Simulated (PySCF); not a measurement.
Compound: C6H9 (charge +1).
Numbering: `[CH3:1][CH2:2][c:3]1[cH:4][c+:5]1[CH3:6]` (hydrogens: H7, H8, H9 on C1; H10, H11 on C2; H12 on C4; H13, H14, H15 on C6)

Geometry (PBE0-D3(BJ)/def2-SVP, Å), atoms numbered from 1 in this order:
```xyz
15
C6H9 angstrom
C     -2.469   -0.055    0.490
C     -1.275   -0.058   -0.450
C      0.031    0.003    0.206
C      0.778    0.073    1.350
C      1.414    0.030    0.142
C      2.646    0.043   -0.637
H     -2.450   -0.922    1.166
H     -3.399   -0.104   -0.091
H     -2.501    0.862    1.096
H     -1.297    0.786   -1.166
H     -1.250   -0.951   -1.102
H      0.828    0.121    2.440
H      3.472   -0.422   -0.080
H      2.509   -0.430   -1.618
H      2.919    1.100   -0.805
```

Theory: PBE0-D3(BJ)/def2-SVP geometry optimisation, gas phase in PySCF.

Take the most abundant isotopes and a rigid rotor. The values belong to one conformer with, in the numbering `[CH3:1][CH2:2][c:3]1[cH:4][c+:5]1[CH3:6]`, C1–C2–C3–C4 0°.

Q: What are A, B and C (cm⁻¹)?

A: Ia = 47.74, Ib = 268.14, Ic = 306.47 u·Å²; 505379 MHz·u·Å²/I gives 10586, 1885 and 1649 MHz, that is A = 0.35311, B = 0.06287, C = 0.05501 cm⁻¹.

Q: What kind of rotor is it?

A: A near-prolate asymmetric top: κ = (2 × 1885 − 10586 − 1649)/(10586 − 1649) = -0.95.

Q: Is it planar, by Δ = Ic − Ia − Ib?

A: Not planar: Δ = Ic − Ia − Ib = -9.40 u·Å². For a rigid frame Δ = −2 Σ m c², so Σ m c² = 4.70 u·Å² lies off the ab plane, practically all of it from hydrogen. The atom farthest from that plane is 1.05 Å away.

Q: Give the other two planar moments, Paa and Pbb, and the rms extents of the mass along the axes.

A: Paa = Σ m a² = (Ib + Ic − Ia)/2 = 263.44 and Pbb = Σ m b² = (Ia + Ic − Ib)/2 = 43.04 u·Å². With the mass M = 81.07 u, the rms extents √(P/M) along a, b and c are 1.80, 0.73, 0.24 Å.

Q: Which lines would a microwave search look for?

A: The dipole components (about the centre of mass, as the species is charged) are |μa| = 2.13 D, |μb| = 0.49 D, |μc| = 0.15 D. The squared components, which scale the intensities, stand as 1.00 : 0.05 : 0.00 (a : b : c). Some lines, for components of 0.1 D or more:

```tsv
type	branch	J(Ka,Kc)	MHz	lower level (cm⁻¹)
a	Q	2(1,1) ← 2(1,2)	707	0.636
a	R	1(0,1) ← 0(0,0)	3534	0.000
a	R	2(1,2) ← 1(1,1)	6832	0.408
a	R	2(0,2) ← 1(0,1)	7063	0.118
a	R	2(1,1) ← 1(1,0)	7303	0.416
c	Q	2(1,2) ← 2(0,2)	8470	0.353
c	Q	1(1,1) ← 1(0,1)	8701	0.118
b	Q	1(1,0) ← 1(0,1)	8937	0.118
c	R	1(1,0) ← 0(0,0)	12471	0.000
c	Q	2(2,1) ← 2(1,1)	26104	0.660
b	Q	2(2,0) ← 2(1,1)	26109	0.660
b	Q	2(2,1) ← 2(1,2)	26811	0.636
b	R	2(2,1) ← 1(1,0)	33407	0.416
c	R	2(2,0) ← 1(1,0)	33412	0.416
c	R	2(2,1) ← 1(1,1)	33643	0.408
b	R	2(2,0) ← 1(1,1)	33648	0.408
```

Stationary, but not proved a minimum. These are rigid-rotor constants of the computed structure; measured ground-state constants (B0) also hold zero-point vibration. A rigid rotor knows nothing of internal rotation, which can split or shift real lines.

Rough CPU time on one thread of a shared machine: about 60 s. This is the geometry optimisation.
